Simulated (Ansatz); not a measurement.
Run this with the Python package of Ansatz (0.2.0) and show what comes out.

`dimer_h3op.py`
```python
"""Binding of a H3OP dimer at a trial geometry."""

import ansatz as az

FIRST = [
    ("O", (0.5371, -0.4158, 0.8197)),
    ("P", (0.0848, 0.2992, -0.6103)),
    ("H", (0.8546, -1.2581, 0.664)),
    ("H", (-1.1577, -0.1897, -0.7255)),
    ("H", (-0.3189, 1.5642, -0.1478)),
]
SECOND = [
    ("O", (-2.0113, 0.2485, 1.9441)),
    ("P", (-3.3157, 0.6704, 1.0052)),
    ("H", (-2.0671, 0.6539, 2.7609)),
    ("H", (-2.8686, 1.8299, 0.5035)),
    ("H", (-3.0504, -0.0802, -0.1538)),
]

def energy(atoms, ghosts=()):
    molecule = az.Crystal.molecule()
    for symbol, xyz in atoms:
        molecule = molecule.atom(symbol, xyz)
    calc = (
        molecule.calculation()
        .basis(gaussian="def2-SVPD")  # atom-centred Gaussian functions
        .functional("pbe0")
    )
    deck = calc.input()
    if ghosts:
        deck = deck.set(az.key.basis.gaussian.ghost_atoms, [{"symbol": s, "position_ang": list(xyz)} for s, xyz in ghosts])
    return az.Session.from_dict(deck).plan().execute().report["free_energy_ev"]

# monomers in their own basis and in the basis of the dimer
both = energy(FIRST + SECOND)
alone = energy(FIRST) + energy(SECOND)
ghosted = energy(FIRST, SECOND) + energy(SECOND, FIRST)
print(f"dimer {both:.6f} eV")
print(f"interaction, uncorrected   {23.060548 * (both - alone):8.3f} kcal/mol")
print(f"interaction, counterpoise  {23.060548 * (both - ghosted):8.3f} kcal/mol")
print(f"basis-set superposition    {23.060548 * (alone - ghosted):8.3f} kcal/mol")
```

Running `python dimer_h3op.py` prints:
```text
dimer -22748.323761 eV
interaction, uncorrected      3.294 kcal/mol
interaction, counterpoise     4.172 kcal/mol
basis-set superposition       0.878 kcal/mol
```

Uncorrected it is 3.294 kcal/mol, with the counterpoise correction 4.172 kcal/mol; the difference, 0.878 kcal/mol, is the superposition error. In this basis both values are repulsive.

What to keep in mind:
- Total energies depend on the basis set; only differences at equal settings carry meaning.
- The dimer is a generated trial pose of unrelaxed monomers, not a minimum, so the figure is no binding energy, and the basis set is small.
- This level lacks the dispersion part of the attraction (electrostatics and induction are there), which can decide the sign where the interaction is weak.
- Wall time of the script: 14 s on 1 thread of Arm Neoverse V1, on a shared host, peak memory 0.3 GiB.
